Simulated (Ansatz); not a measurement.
A calculation with Ansatz (development build ahead of 0.2.0).

```yaml
crystal:
  periodic: [false, false, false]
  atoms:
    - { symbol: C, position_ang: [-0.03816, 0.02275, -0.30862] }
    - { symbol: H, position_ang: [-0.06611, 0.0059, 1.10125] }
basis:
  gaussian: { orbitals: STO-3G }
magnetization:
  spin_polarized: true
  initial_magnetization: 1
hamiltonian:
  xc: hf
correlation:
  method: mp2
  frozen_orbitals: { C: 1, H: 0 }
```

The input is written out in the form of the current development build from the run's settings.

Output:

```
Converged                       : yes
Reference energy                : -37.73761 hartree
Correlation energy              : -0.02754 hartree
Total energy                    : -37.76515 hartree
Spin squared of the determinant : 0.931
```

Caution: bonds are stretched, where a single reference can fail; the unrestricted determinant is spin contaminated.
